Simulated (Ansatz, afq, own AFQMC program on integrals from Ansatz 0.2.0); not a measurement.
AlSiH$_{3}$, singlet: AFQMC among the cluster methods

```yaml
atoms:
  - { symbol: Si, position_ang: [-1.3084, 0.0071, 0.0246] }
  - { symbol: Al, position_ang: [1.5740, -0.0085, -0.0295] }
  - { symbol: H, position_ang: [-1.8851, 1.3897, 0.0101] }
  - { symbol: H, position_ang: [-1.8730, -0.6577, 1.2427] }
  - { symbol: H, position_ang: [-1.9181, -0.7014, -1.1463] }
```

Connectivity, by distances: SiH3–Al.

Basis cc-pVDZ. Only valence electrons are correlated. Integrals, coupled cluster, full CI and functionals: Ansatz 0.2.0; the random walks run on the same integrals in our own AFQMC program. ph-AFQMC/CISD is guided by a CISD state made of CCSD amplitudes; releasing the constraint for a short imaginary time cuts its bias at the price of noise, slowly where states lie close. ± is one standard error of the sampling.

Determinant: UHF, the one that the program's search chose, which needn't be the lowest solution. The geometry is a point of a scan.

No full CI on the walks' own integrals is used here; CCSDT(Q) serves as the reference and is uncertain by about the last step of the cluster series.

Cautions: an unrestricted solution with more broken spin lies lower (5 meV, ⟨S²⟩ 0.11), while this determinant keeps restricted orbitals.

The T1 diagnostic is 0.0143 and the weight of the determinant in the CISD state is 0.853. The ⟨S²⟩ of the determinant is 0.000 and the size of the correlated space is 10 electrons in 41 orbitals.

```csv
level,correlation energy (eV)
MP2,-4.0844
CCSD,-5.2568
CCSD(T),-5.3905
```

(1) Estimate where phaseless AFQMC with a CISD trial lies against CCSD(T) on the same integrals.

(1) 8.5 ± 10.2 meV below CCSD(T). The gap is under twice the noise, so this walk alone can't tell the two apart.

Reference: CCSDT(Q), correlation energy -5.428 eV. The released energy is read at 2.40 1/Eh (meV from the phaseless value at times in 1/Eh: 0 ± 10 at 0.24, -6 ± 11 at 0.51, -6 ± 11 at 0.99, -17 ± 12 at 1.62, -17 ± 13 at 2.40).

```tsv
level	E − E(reference) (meV)	share of correlation (%)
CCSD(T)	37.2	99.31
CCSDT	6.8	99.88
ph-AFQMC/CISD	28.7 ± 10.2	99.47
released AFQMC	12.0 ± 13.2	99.78
```

A walk keeps the symmetry of its determinant, which the program's search chose and which needn't be the lowest solution, so a lower state of the same spin and another symmetry isn't excluded. Released energies are given only where the last usable release times agree within the noise; a slower fall can still hide under it.
